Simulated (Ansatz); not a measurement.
in.yaml

```yaml
crystal:
  periodic: [false, false, false]
  atoms:
    - {symbol: Al, position_ang: [0.000000, 0.000000, 0.160701]}
    - {symbol: S, position_ang: [0.000000, 0.000000, -2.083951]}
    - {symbol: H, position_ang: [0.000000, 0.000000, 1.923250]}
basis:
  gaussian: {orbitals: 6-31G}
correlation: {active_space: {ras: {orbitals: [5, 0, 13], electrons: 10, max_holes: 4, max_particles: 4}, fixed_orbitals: true}}
```

```sh
$ ansatz run in.yaml --threads 1 --pin off --events-out ev --progress --plain --max-ram 2393MiB
```

Log:

```
310 factors; integrals over basis functions are off by at most 1.3e-4 eV
mean field evaluation 1: about -17411.1746 eV, gradient 2.3e1 eV
mean field evaluation 2: about -17411.1766 eV, gradient 2.3e1 eV
mean field evaluation 4: about -17413.8904 eV, gradient 1.6e0 eV
mean field evaluation 8: about -17413.9157 eV, gradient 1.1e-1 eV
mean field -17413.91595014 eV, -639.9496075914 hartree, gradient 5.4e-6 eV, S^2 0.000000; 0 other end points of the search recorded, 0 dependent functions left out
reference -17413.91595014 eV, -639.9496075914 hartree; 15, 15 occupied and 13, 13 virtual orbitals, 310 factors
state -17417.20063302 eV, -640.0703174609 hartree
Total energy: -17417.20063302 eV, -640.0703174609 hartree
```

Natural occupations: 1.9880 1.9474 1.9374 1.9374 1.9259 0.0873 0.0600 0.0600 0.0232 0.0091 0.0066 0.0066 0.0041 0.0033 0.0012 0.0010 0.0010 0.0002.

For the same geometry and basis full CI lies 29.9 meV lower.

Ran on 1 thread of Intel Xeon, shared host: 2.4 s wall, 0.11 GiB peak host memory.
